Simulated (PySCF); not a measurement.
Computed with PBE0-D3(BJ)/def2-TZVP run with PySCF 2.14.0. Isolated molecules, 0 K electronic values unless said otherwise. One relaxed conformer stands for a flexible species; it need not be the lowest. Delta-SCF ions had no search for a lower state. Excitations are Tamm–Dancoff values on a coarser integration grid. The basis has no diffuse functions, so Rydberg states are missing or too high.

Reference species (SMILES): `[OH][Al]([F])[F]` (H–O–Al–F torsion 0°) (neutral, multiplicity 1).

- HOMO = -9.94 eV
- vertical ionisation energy (Delta-SCF) = 12.87 eV
- HOMO–LUMO gap = 8.85 eV
- T1 excitation (TDA) = 6.76 eV

Changed species: `[F][Al]([F])[F]` (0 of 3 F replaced by OH; the reference has 1 of 3 F replaced by OH).

### Question
Predict the effect on the HOMO, vertical ionisation energy (Delta-SCF), HOMO–LUMO gap and T1 excitation (TDA).

### Answer
the HOMO drops by 1.78 eV, to -11.72 eV; the vertical ionisation energy (Delta-SCF) goes up by 1.50 eV, to 14.37 eV; the HOMO–LUMO gap rises by 1.38 eV, to 10.23 eV; the T1 excitation (TDA) rises by 1.48 eV, to 8.24 eV.
